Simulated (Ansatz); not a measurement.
**HCSi, quartet: the ladder up to full CI**

Geometry: a point of a stretch scan, not a stationary point.

```xyz
3

Si    0.0000    0.0288    0.6214
C     0.0000   -0.1307   -1.2644
H     0.0000    0.7543   -2.2465
```

Basis 6-31G; Ansatz 0.2.0. Correlated methods freeze the noble-gas cores, which leaves 9 electrons in 18 orbitals. R marks a restricted (for open shells ROHF) determinant. Active spaces: pair = (5e, 5o) about the gap; valence = (9e, 9o) chosen from the atoms' valence shells.

Full CI is exact within this basis and frozen core; it isn't the basis-set limit.

For open shells CISD is restricted-active-space CI with the open shells as a complete middle space.

* UHF ⟨S²⟩: 3.777
* T1 diagnostic (RCCSD): 0.0300
* largest doubles amplitude (RCCSD): 0.063
* T1 diagnostic (UCCSD): 0.0289

**Question.** From what is known of these methods and the diagnostics, rank them by the size of their error in total energy against full CI in 6-31G, smallest first (an estimate: the text doesn't fix the numbers).
A. MRCISD+Q (valence space)
B. CASSCF (pair space)
C. RMP2
D. NEVPT2 (pair space)
E. CASSCF (valence space)

**Answer.** A (1.4 kJ/mol), D (68.9 kJ/mol), C (81.7 kJ/mol), E (117.2 kJ/mol), B (234.0 kJ/mol).

All errors are against full CI in 6-31G. Within each family the higher level lies nearer, as is usual though not guaranteed.

The full-CI state has the irrep A'' of Cs, in the program's axes.

Natural occupations of full CI about the gap: 1.969 1.947 1.926 1.001 0.993 0.984 0.052 0.050 0.037 0.008; effectively unpaired electrons, Σ n²(2−n)², 3.06.
